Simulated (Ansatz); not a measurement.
Working through a rigid scan of one bond length of ClFH2Si, SMILES F[SiH2]Cl

Computed with Ansatz 0.2.0 through its Python package.

Run as a notebook:

**Cell 1**
```python
import ansatz as az
import matplotlib.pyplot as plt
import numpy as np
```

**Cell 2**
```python
config = {
    "basis": "cc-pVDZ",
    "xc": "r2scan0",
}
```

**Cell 3**
```python
geometry_ang = [
    ("F", (-0.4693, 0.1186, 1.5419)),
    ("Si", (0.0652, -0.0766, 0.0574)),
    ("Cl", (-1.0796, 0.9779, -1.312)),
    ("H", (0.0631, -1.5037, -0.2965)),
    ("H", (1.4705, 0.4101, -0.0321)),
]
molecule = az.Crystal.molecule()
for symbol, xyz in geometry_ang:
    molecule = molecule.atom(symbol, xyz)

symbols = [site.symbol for site in molecule.cartesian_sites]
start = np.array([site.position_ang for site in molecule.cartesian_sites])
axis = (start[4] - start[1]) / np.linalg.norm(start[4] - start[1])
moving = [4]
lengths, energies = [1.311, 1.371, 1.43, 1.49, 1.549, 1.609, 1.669, 1.758], []
for length in lengths:
    xyz = start.copy()
    xyz[moving] += (length - np.linalg.norm(start[4] - start[1])) * axis
    point = az.Crystal.molecule()
    for symbol, xyz in zip(symbols, xyz):
        point = point.atom(symbol, xyz.tolist())
    calc = point.calculation().basis(gaussian=config["basis"]).functional(config["xc"])
    r = calc.run(threads=1, pin="off").report
    energies.append(r["free_energy_ev"])
    print(f"r = {length:6.3f} A  E = {energies[-1]:.5f} eV  <S^2> = {abs(r['mean_field']['state']['spin_squared']):.3f}")
```
Output:
```text
r =  1.311 A  E = -23148.86584 eV  <S^2> = 0.000
r =  1.371 A  E = -23149.08107 eV  <S^2> = 0.000
r =  1.430 A  E = -23149.18829 eV  <S^2> = 0.000
r =  1.490 A  E = -23149.21375 eV  <S^2> = 0.000
r =  1.549 A  E = -23149.17443 eV  <S^2> = 0.000
r =  1.609 A  E = -23149.08380 eV  <S^2> = 0.000
r =  1.669 A  E = -23148.95418 eV  <S^2> = 0.000
r =  1.758 A  E = -23148.71065 eV  <S^2> = 0.000
```

**Cell 4**
```python
fit = np.polynomial.Polynomial.fit(lengths, np.array(energies) - min(energies), 4).convert()
roots = [r.real for r in fit.deriv().roots() if abs(r.imag) < 1e-9 and fit.deriv(2)(r.real) > 0]
r_e = min(roots, key=lambda r: abs(r - lengths[int(np.argmin(energies))]))
print(f"minimum of the fit at {r_e:.4f} A, force constant {fit.deriv(2)(r_e):.2f} eV/A^2")
plt.figure(figsize=(4.5, 3))
plt.plot(lengths, np.array(energies) - min(energies), "o-")
plt.xlabel("bond length (A)")
plt.ylabel("E - E(min) (eV)")
plt.tight_layout()
plt.savefig("scan.png", dpi=100)
```
Output:
```text
minimum of the fit at 1.4806 A, force constant 19.06 eV/A^2
```

Total energies depend on the basis set; only differences at equal settings carry meaning. The rest of the molecule is held rigid at a force-field or estimated start geometry, and the basis set is modest; single-reference methods fail as a bond breaks. The orbitals are restricted, so S² is zero by construction. Timing: 27 s on 1 thread of AMD EPYC 7R43 64-Core Processor (Zen 3), on a shared host, peak memory 0.23 GiB.

(Lines on the test bed's own set-up are left out of the output.)
